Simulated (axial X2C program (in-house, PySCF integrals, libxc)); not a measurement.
**Correcting the dissociation energy of AlC for spin–orbit coupling**

A spin-free CCSD(T) curve (one-electron X2C) was computed with an axial X2C code built on PySCF integrals, basis Al dyall-v3z [8s8p2d1f], C dyall-v3z [7s6p2d1f] (cores contracted in-house), for the state M_S = 3/2, Λ = 0 (beyond evenly filled blocks: σα, π+α, π-α). It gives D0 = 3.235 eV to Al + C, which in a spin-free picture are the weighted means of the ground terms.

Correlated methods: 7 electrons correlated (number of frozen shells: Al 2 s, 1 p; C 1 s), 145 virtual spin orbitals or spinors in MP2, 89 natural virtuals in coupled cluster.

Measured levels of the ground terms (NIST Handbook of Basic Atomic Spectroscopic Data), in cm⁻¹: Al 2P: J = 1/2 at 0, J = 3/2 at 112.1; C 3P: J = 0 at 0, J = 1 at 16.4, J = 2 at 43.4.

The molecular state has Λ = 0, so it has no first-order lowering.

Task: How far does each ground level lie under the (2J+1)-weighted mean of its term?

Result: Al: (2 × 0 + 4 × 112.1)/6 = 75 cm⁻¹; C: (1 × 0 + 3 × 16.4 + 5 × 43.4)/9 = 30 cm⁻¹.

Task: Correct D0.

Result: D0 = 3.235 + (0 − 105)/8065.5 = 3.222 eV at CCSD(T) with these spin–orbit terms.

Second-order spin–orbit effects in the molecule, which grow quickly with Z, are left out. Occupations by symmetry block were frozen at the best pattern of an incomplete PBE0 search. De is counted from the lowest determinant-based energies of the atoms at the same level, without counterpoise correction. CCSD and (T) use frozen natural virtuals with an MP2 correction for the truncation; (T) itself is uncorrected, so its De runs slightly low.
